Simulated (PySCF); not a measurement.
Isomers of C5H11F, mass 90.084 u with the commonest isotopes. Level of theory: PySCF, PBE0-D3(BJ)/def2-SVP geometry optimisation, gas phase. One conformer each, none proved a minimum here; rigid rotors.

**Question.** Order these by out-of-plane moment Σ m c² = (Ia + Ib − Ic)/2, largest first.
A. `CC(C)(C)CF` (1-fluoro-2,2-dimethyl-propane)
B. `[CH3:1][CH2:2][CH2:3][CH2:4][CH2:5][F:6]` with C1–C2–C3–C4 179°, C2–C3–C4–C5 176°, C3–C4–C5–F6 -61°
C. `[CH3:1][CH2:2][CH2:3][C@@H:4]([CH3:5])[F:6]` with C1–C2–C3–C4 178°, C2–C3–C4–C5 180°
D. `[CH3:1][CH2:2][C:3]([CH3:4])([CH3:5])[F:6]` with C1–C2–C3–C4 58°

**Answer.** A (56.92 u·Å²), D (52.29 u·Å²), B (13.72 u·Å²), C (12.87 u·Å²).

**Question.** Order these by rotational constant A, largest first.
A. `[CH3:1][CH2:2][CH2:3][CH2:4][CH2:5][F:6]` with C1–C2–C3–C4 179°, C2–C3–C4–C5 176°, C3–C4–C5–F6 -61°
B. `[CH3:1][CH2:2][CH:3]([F:4])[CH2:5][CH3:6]` with C1–C2–C3–F4 -59°, C2–C3–C5–C6 179° ((CH3CH2)2CHF)
C. `CC(C)(C)CF` (1-fluoro-2,2-dimethyl-propane)
D. `[CH3:1][CH2:2][C:3]([CH3:4])([CH3:5])[F:6]` with C1–C2–C3–C4 58°
E. `[CH3:1][CH2:2][CH2:3][C@@H:4]([CH3:5])[F:6]` with C1–C2–C3–C4 178°, C2–C3–C4–C5 180°

**Answer.** A (9179 MHz), B (7612 MHz), E (7408 MHz), D (4594 MHz), C (4431 MHz).

**Question.** Order these by rotational constant C, largest first.
A. `[CH3:1][CH2:2][CH:3]([F:4])[CH2:5][CH3:6]` with C1–C2–C3–F4 -59°, C2–C3–C5–C6 179° ((CH3CH2)2CHF)
B. `[CH3:1][CH2:2][CH2:3][CH2:4][CH2:5][F:6]` with C1–C2–C3–C4 179°, C2–C3–C4–C5 176°, C3–C4–C5–F6 -61° (1-fluoropentane)
C. `[CH3:1][CH2:2][C:3]([CH3:4])([CH3:5])[F:6]` with C1–C2–C3–C4 58°
D. `[CH3:1][CH2:2][CH2:3][C@@H:4]([CH3:5])[F:6]` with C1–C2–C3–C4 178°, C2–C3–C4–C5 180° (CH3CH2CH2CHFCH3)

**Answer.** C (2555 MHz), A (1672 MHz), D (1517 MHz), B (1267 MHz).

```csv
SMILES,point group,Ia (u·Å²),Ib (u·Å²),Ic (u·Å²),κ,μa (D),μb (D),μc (D)
CCC[C@@H](C)F,C1,68.22,290.69,333.18,-0.92,0.25,1.55,0.54
CCC(C)(C)F,C1,110.00,192.42,197.83,-0.93,0.02,0.05,1.70
CCCCCF,C1,55.06,371.31,398.93,-0.98,0.59,1.46,0.54
CC(C)(C)CF,Cs,114.05,194.94,195.15,-1.00,1.43,0.72,0.03
CCC(F)CC,Cs,66.40,262.90,302.24,-0.92,0.00,1.58,0.39
```
